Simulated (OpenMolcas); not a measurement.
**CH5Al (SMILES [CH3][AlH2]) at 6 levels**

Aim: a comparison of 6 runs (HF/3-21G, B3LYP/6-31G*, M06-2X/def2-SVP, PBE0/def2-SVP, MP2/def2-TZVP, MP2/pcseg-2) of CH5Al. 

The results are computed with OpenMolcas 26.06.

8 further runs of the same task are left out: 2 that didn't finish, 6 set aside as unsound or not needed.

## 1. The molecule

CH5Al: 7 atoms, total charge 0, spin state singlet. SMILES: `[CH3][AlH2]`. The coordinates come from a PBE0-D4/def2-TZVP relaxation.

Bond lengths: C1–Al2 1.950 Å, C1–H3 1.093 Å, C1–H4 1.097 Å, C1–H5 1.093 Å, Al2–H6 1.590 Å, Al2–H7 1.590 Å. Angles: C1–Al2–H6 120.6°, C1–Al2–H7 120.6°, Al2–C1–H3 112.6°, Al2–C1–H4 109.5°, Al2–C1–H5 112.5°, H6–Al2–H7 118.8°, H3–C1–H4 106.7°, H3–C1–H5 108.6°, H4–C1–H5 106.6°.

## 2. Energy and forces at HF/3-21G (run 1)

File calc.input:

```
>>> EXPORT MOLCAS_PRINT=2
&GATEWAY
BasLib=$CurrDir
Coord
7
angstrom
C       -0.448500      -0.695600      -0.355500
Al       0.562900       0.778300       0.424700
H       -1.063100      -1.219600       0.380800
H       -1.134400      -0.306400      -1.118200
H        0.193400      -1.425500      -0.855600
H        0.016000       1.549300       1.703400
H        1.934800       1.251600      -0.225400
Basis=3-21G
Group=NoSym
&SEWARD
&SCF
Thresholds=1e-10 1e-07 1e-07 1e-05
PrOrbitals=1
&ALASKA
```

The basis set 3-21G is read from a file made from the Basis Set Exchange's data (not shown).

The run is started by

```sh
$ export MOLCAS_MEM=1860
$ pymolcas calc.input > calc.log
```

The log of the run:

```text
--- Start Module: gateway ---
[...]
--- Stop Module: gateway /rc=_RC_ALL_IS_WELL_ ---
[...]
      Basis functions           32
[...]
--- Start Module: scf ---
[...]
       Convergence after  10 Iterations
[...]
::    Total SCF energy                               -281.1258714981
[...]
      Total spin, S                                     0.0000000000
[...]
      Total electronic charge=   24.000000
      Total            charge=   -0.000000
[...]
      Dipole Moment (debye):
      Origin of the operator (angstrom)=    0.2215    0.2840    0.1608
                   X= -3.1578E-01               Y= -4.5979E-01               Z= -2.4438E-01           Total=  6.0898E-01
      Quadrupole Moment (debye*angstrom):
[...]
--- Stop Module: scf /rc=_RC_ALL_IS_WELL_ ---
--- Start Module: alaska ---
[...]
 *              Molecular gradients               *
 **************************************************
  Irreducible representation: a
 ------------------------------------------------------------------------------------------
                              X                       Y                       Z
 ------------------------------------------------------------------------------------------
  C1                8.63867743542146E-03    1.13246072356383E-02    6.98874501004632E-03
  AL2              -4.32487131434067E-03   -5.56261515515866E-03   -3.48059126386069E-03
  H3               -2.66447456547803E-03   -1.53755283071733E-03    3.00408825084308E-03
  H4               -1.78252409110313E-03    2.08893040986224E-03   -2.17530089321016E-03
  H5                2.76066309218459E-03   -2.43286209179394E-03   -2.31422849187757E-03
  H6                9.66538458961774E-04   -2.29749258388101E-03   -3.30728027100591E-03
  H7               -3.59400901563900E-03   -1.58301498394575E-03    1.28456765907026E-03
 ------------------------------------------------------------------------------------------
--- Stop Module: alaska /rc=_RC_ALL_IS_WELL_ ---
[...]
```

It took 1.9 s on 1 thread of Arm Neoverse V1, shared host; peak memory 0.37 GiB.

## 3. Energy and gradient at B3LYP/6-31G(d) (spherical functions) (run 2)

File calc.input:

```
* CH5Al Kohn-Sham DFT
>>> EXPORT MOLCAS_PRINT=2

&GATEWAY
  BasLib=$CurrDir
  BasisSet
  C.6-31Gs....
  C1 -0.448500 -0.695600 -0.355500 angstrom
  End of Basis
  BasisSet
  Al.6-31Gs....
  Al2 0.562900 0.778300 0.424700 angstrom
  End of Basis
  BasisSet
  H.6-31Gs....
  H3 -1.063100 -1.219600 0.380800 angstrom
  H4 -1.134400 -0.306400 -1.118200 angstrom
  H5 0.193400 -1.425500 -0.855600 angstrom
  H6 0.016000 1.549300 1.703400 angstrom
  H7 1.934800 1.251600 -0.225400 angstrom
  End of Basis

&SEWARD
  GridInput
  Grid=UltraFine
  End of Grid

&SCF
  KSDFT=B3LYP
  Thresholds=1e-10 1e-07 1e-07 1e-05
  PrOrbitals=1

&ALASKA
```

The basis set 6-31G* is read from a file made from the Basis Set Exchange's data (not shown).

The run is started by

```sh
$ export MOLCAS_MEM=1860
$ pymolcas calc.input > calc.log
```

The log of the run:

```text
--- Start Module: gateway ---
[...]
--- Stop Module: gateway /rc=_RC_ALL_IS_WELL_ ---
[...]
      Basis functions           42
[...]
--- Start Module: scf ---
[...]
       Convergence after  11 Iterations
[...]
::    Total KS-DFT energy                            -283.5310512223
[...]
      Total spin, S                                     0.0000000000
[...]
      Total electronic charge=   24.000000
      Total            charge=   -0.000000
[...]
      Dipole Moment (debye):
      Origin of the operator (angstrom)=    0.2215    0.2840    0.1608
                   X= -4.0296E-01               Y= -5.8509E-01               Z= -3.1178E-01           Total=  7.7583E-01
      Quadrupole Moment (debye*angstrom):
[...]
--- Stop Module: scf /rc=_RC_ALL_IS_WELL_ ---
[...]
--- Start Module: alaska ---
[...]
 *              Molecular gradients               *
 **************************************************
  Irreducible representation: a
 ------------------------------------------------------------------------------------------
                              X                       Y                       Z
 ------------------------------------------------------------------------------------------
  C1                5.20209653844805E-04    7.07854738561942E-04    4.88908799236798E-04
  AL2              -1.64549018724180E-03   -2.08515776154972E-03   -1.32582109205925E-03
  H3                1.31283157655071E-03    1.33980931032074E-03   -1.21778574562281E-03
  H4                1.60552762450727E-03   -2.77402864092391E-04    1.68455022058955E-03
  H5               -9.37338500954787E-04    1.67727706521337E-03    1.01927572614469E-03
  H6                1.82433064207621E-04   -7.79793252035033E-04   -9.42416291887405E-04
  H7               -1.03817323090682E-03   -5.82587236435894E-04    2.93288383592438E-04
 ------------------------------------------------------------------------------------------
--- Stop Module: alaska /rc=_RC_ALL_IS_WELL_ ---
[...]
```

It took 12 s on 1 thread of Arm Neoverse V1, shared host; peak memory 0.38 GiB.

Runs 3 to 5 aren't shown in full; the table further down has their settings and results.

## 4. A single-point energy at MP2/pcseg-2 (run 6)

File test.inp:

```
* CH5Al MP2
>>> EXPORT MOLCAS_PRINT=2
&GATEWAY
BasLib=$CurrDir
BasisSet
C.pcseg-2....
C1 -0.448500 -0.695600 -0.355500 angstrom
End of Basis
BasisSet
Al.pcseg-2....
Al2 0.562900 0.778300 0.424700 angstrom
End of Basis
BasisSet
H.pcseg-2....
H3 -1.063100 -1.219600 0.380800 angstrom
H4 -1.134400 -0.306400 -1.118200 angstrom
H5 0.193400 -1.425500 -0.855600 angstrom
H6 0.016000 1.549300 1.703400 angstrom
H7 1.934800 1.251600 -0.225400 angstrom
End of Basis
&SEWARD
&SCF
Thresholds=1e-10 1e-07 1e-07 1e-05
PrOrbitals=1 1
&MBPT2
Frozen=6
```

The basis set pcseg-2 is read from a file made from the Basis Set Exchange's data (not shown).

The run is started by

```sh
$ export MOLCAS_MEM=1860
$ pymolcas test.inp > test.log
```

The log of the run:

```text
--- Start Module: gateway ---
[...]
--- Stop Module: gateway /rc=_RC_ALL_IS_WELL_ ---
[...]
      Basis functions          134
[...]
--- Start Module: scf ---
[...]
       Convergence after  11 Iterations
[...]
::    Total SCF energy                               -282.6990943990
[...]
      Total spin, S                                     0.0000000000
[...]
      Total electronic charge=   24.000000
      Total            charge=   -0.000000
[...]
      Dipole Moment (debye):
      Origin of the operator (angstrom)=    0.2215    0.2840    0.1608
                   X= -3.1799E-01               Y= -4.8190E-01               Z= -2.4189E-01           Total=  6.2598E-01
      Quadrupole Moment (debye*angstrom):
[...]
--- Stop Module: scf /rc=_RC_ALL_IS_WELL_ ---
[...]
--- Start Module: mbpt2 ---
[...]
WARNING!
Default frozen orbitals as non valence orbitals is overwritten by user input.
Default values:   3
[...]
       Reference weight ( Cref**2 )         =        0.91316
::    Total MBPT2 energy                             -282.9653359654
[...]
      Total MBPT2 calculations                           0.91      0.99
--- Stop Module: mbpt2 /rc=_RC_ALL_IS_WELL_ ---
[...]
```

Run time: 23 s. Hardware: 1 thread of Arm Neoverse V1, shared host; peak memory 0.98 GiB.

## 5. Overview of the runs

```
run                               level  integration grid      task  energy (Eh)  dipole moment (D) of the reference  HOMO energy (eV)  LUMO energy (eV)  wall time
  1                            HF/3-21G                 –  gradient  -281.125871                                0.61            -11.05              1.38      1.9 s
  2  B3LYP/6-31G* (spherical functions)         UltraFine  gradient  -283.531051                                0.78             -7.70             -1.43       12 s
  3                     M06-2X/def2-SVP         UltraFine  gradient  -283.367118                                0.73             -9.22             -0.70       19 s
  4                       PBE0/def2-SVP         UltraFine  gradient  -283.244780                                0.79             -8.07             -1.26       14 s
  5                       MP2/def2-TZVP                 –    energy  -282.959067                                0.68            -11.16              1.33      8.1 s
  6                         MP2/pcseg-2                 –    energy  -282.965336                                0.63            -11.15              1.09       23 s
```

## 6. What came out

| quantity | value |
| --- | --- |
| run 6: total energy | -282.96534 Eh |
| run 6: dipole moment (mean-field density) | 0.63 D |
| run 6: HOMO energy (Hartree–Fock orbitals) | -11.15 eV |
| run 6: LUMO energy (Hartree–Fock orbitals) | 1.09 eV |
| run 6: HOMO–LUMO gap (Hartree–Fock orbitals) | 12.24 eV |
| run 6: correlation energy (6 core orbitals frozen) | -266.2 mEh |

What this shows: Over runs 1, 2, 3, 4 the dipole moment (its size) runs from 0.61 D (HF/3-21G) to 0.79 D (PBE0/def2-SVP). The two ends differ in method and basis. Over runs 1, 2, 3, 4 the HOMO–LUMO gap runs from 6.27 eV (B3LYP/6-31G*) to 12.43 eV (HF/3-21G). Totals of different functionals can't be ranked against each other. All runs together took 78 s, the longest 23 s.
